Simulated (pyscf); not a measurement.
Optimised with ωB97X-D3(BJ)/def2-SVP in PySCF. MP2 and CC: frozen core, UHF for open shells. ΔMP2 is the change of the MP2 total energy from the triple- to the quadruple-zeta basis.

SMILES: ClBr
```xyz
2

Cl     0.1965     1.1245     0.7278
Br     1.2962     0.3883    -0.9762
```
Charge 0, spin multiplicity 1.

### Question
How much does it cost (ΔH, 298 K, CCSD(T)/def2-TZVPP + ΔMP2(QZVPP)) to split `[Cl][Br]` at its Br–Cl bond into Cl• + Br•?

### Answer
Br–Cl to Cl• + Br•: 2.36 eV. The CCSD(T) − MP2 part came from Ansatz, without density fitting, on the same reference. The frozen core leaves the outer d or s,p core shells of the metals and heavy elements correlated in the MP2 and CC values, and def2-TZVPP describes them poorly, which can shift differences by a few kcal/mol. Left out: the spin-orbit lowering of Br, Cl, which is large for Br, Se, Te and I. Elements up to Kr have no core potential and no relativistic terms here.
